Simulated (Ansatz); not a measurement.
The input, for Ansatz 0.2.0:

```yaml
crystal:
  periodic: [false, false, false]
  atoms:
    - {symbol: B, position_ang: [0.000000, 0.000000, 0.000000]}
    - {symbol: Al, position_ang: [0.000000, 0.000000, 2.080524]}
basis:
  gaussian: {orbitals: cc-pVTZ}
total_charge: 1
magnetization: {spin_polarized: false, initial_magnetization: 1}
correlation: {active_space: {ras: {orbitals: [2, 1, 55], electrons: 5, max_holes: 2, max_particles: 2}, fixed_orbitals: true}}
```

```sh
$ ansatz run in.yaml --threads 1 --pin off --events-out ev --progress --plain --max-ram 2393MiB
```

Log:

```
402 factors; integrals over basis functions are off by at most 1.2e-3 eV
mean field evaluation 1: about -7242.6579 eV, gradient 6.9e0 eV
mean field evaluation 2: about -7242.6604 eV, gradient 7.0e0 eV
mean field evaluation 4: about -7243.0319 eV, gradient 1.4e0 eV
mean field evaluation 8: about -7243.0906 eV, gradient 1.6e-3 eV
mean field evaluation 16: about -7243.1523 eV, gradient 1.0e0 eV
mean field evaluation 32: about -7243.0906 eV, gradient 1.1e-5 eV
mean field evaluation 64: about -7243.1486 eV, gradient 6.5e-4 eV
mean field evaluation 96: about -7238.2910 eV, gradient 1.8e1 eV
mean field evaluation 128: about -7243.1486 eV, gradient 1.5e-6 eV
mean field -7243.16968338 eV, -266.1815762674 hartree, gradient 1.0e-6 eV, S^2 0.750000; 12 other end points of the search recorded, 0 dependent functions left out
reference -7243.16968338 eV, -266.1815762674 hartree; 9, 8 occupied and 55, 56 virtual orbitals, 402 factors
state -7246.36750094 eV, -266.2990938953 hartree
Total energy: -7246.36750094 eV, -266.2990938953 hartree
```

Ran on 1 thread of Arm Neoverse N1, shared host: 4.2 s wall, 0.13 GiB peak host memory.
